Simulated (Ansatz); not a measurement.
## Ansatz (development build ahead of 0.2.0) run

```yaml
crystal:
  periodic: [false, false, false]
  atoms:
    - { symbol: O, position_ang: [0.04859, -0.03305, 0.10778] }
    - { symbol: O, position_ang: [-0.8289, 0.69531, 0.15566] }
    - { symbol: O, position_ang: [3.4882, 0.2994, 0.12989] }
    - { symbol: H, position_ang: [3.47586, 0.44653, 1.08087] }
    - { symbol: H, position_ang: [4.17896, 0.79685, -0.1752] }
basis:
  gaussian: { orbitals: def2-SVP }
magnetization:
  spin_polarized: true
  initial_magnetization: 2
hamiltonian:
  xc: hf
output:
  forces: true
```

The input is written out in the form of the current development build from the run's settings.

Results

```
Converged                       : yes
Total energy                    : -225.45483 hartree
Spin squared of the determinant : 2.030
Stability test                  : minimum
```

Forces (eV/Å):
```csv
atom,Fx,Fy,Fz
O1,1.205,-1.009,-0.059
O2,-1.202,1.007,0.061
O3,-2.180,-1.386,2.023
H4,-0.024,-0.187,-1.007
H5,2.201,1.575,-1.018
```
